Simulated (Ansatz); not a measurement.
**FeGe: experiment and calculation**

**Experimental background.**

“Annealing-induced long-range charge density wave order in magnetic kagome FeGe: fluctuations and disordered structure”, 2023, arxiv:2308.09034 reports, for a bulk crystal of FeGe at 150 K: lattice constant a 4.9827 ± 0.0002 Å; lattice constant c 4.0493 ± 0.0002 Å.

The results are compared with them further down.

Computed with DFT r2SCAN, scalar-relativistic, plane waves, PAW (Ansatz).

Settings: cutoff 500 eV, Γ-centred mesh 12×12×10 on the computed 6-atom cell, Gaussian smearing of 0.10 eV; collinear spin from starting moments 2.61 2.61 2.61 0 0 0 μB.

Relaxed structure, symmetry kept:

```cif
data_structure
_symmetry_space_group_name_H-M 'P6/mmm'
_symmetry_Int_Tables_number 191
_cell_length_a 4.9867
_cell_length_b 4.9867
_cell_length_c 4.1143
_cell_angle_alpha 90.000
_cell_angle_beta 90.000
_cell_angle_gamma 120.000
_cell_volume 88.60
loop_
_atom_site_label
_atom_site_type_symbol
_atom_site_symmetry_multiplicity
_atom_site_Wyckoff_symbol
_atom_site_fract_x
_atom_site_fract_y
_atom_site_fract_z
_atom_site_occupancy
Fe1 Fe 3 f 0.50000 0.00000 0.00000 1
Ge1 Ge 1 a 0.00000 0.00000 0.00000 1
Ge2 Ge 2 d 0.33333 0.66667 0.50000 1
```

```json
{
 "Space group": "P6/mmm (No. 191)",
 "Volume per atom": "99.7 bohr³",
 "Formation energy from the elements' standard states (uncorrected)": "+0.009 eV/atom",
 "Generalised Kohn–Sham band gap": "none (metal)",
 "Density of states at the Fermi level": "3.10 states/eV per cell",
 "Löwdin character within 0.5 eV of the Fermi level": "Fe 3d 63 %, Ge 4p 27 %",
 "Bader charges (e)": "Fe (3 in the cell) 0.17, Ge (1 in the cell) -0.19, Ge (2 in the cell) -0.16",
 "Total moment": "6.63 μB per cell",
 "Site moments (μB; atoms counted from 1 over the whole cell)": "Fe (atom 1) 2.37, Fe (atom 2) 2.37, Fe (atom 3) 2.37, Ge (atom 4) -0.10, Ge (atom 5) -0.06, Ge (atom 6) -0.06"
}
```

The state reached may not be the lowest one. Only parallel moments were tried here.

Only this magnetic start was tried.

A measured lattice constant a of FeGe is 4.9827 Å (150 K; the paper above); the calculated 4.987 Å misses it by +0.1 %. 4 values of this kind are on record (4.9827 to 4.995 Å); this one was drawn at random among those near their median, those with a stated uncertainty first. Measured lattice constant c of FeGe: 4.0493 Å (150 K; the paper above). This calculation gives 4.114 Å (+1.6 %). 3 values of this kind are on record (4.04911 to 4.053 Å); this one was drawn at random among those near their median, those with a stated uncertainty first. 1 more, off the median of the measured values, is set aside. The calculation is for 0 K without zero-point motion.

Cost: 1 run of about 7 core-minutes, on Arm Neoverse V1 (shared hosts).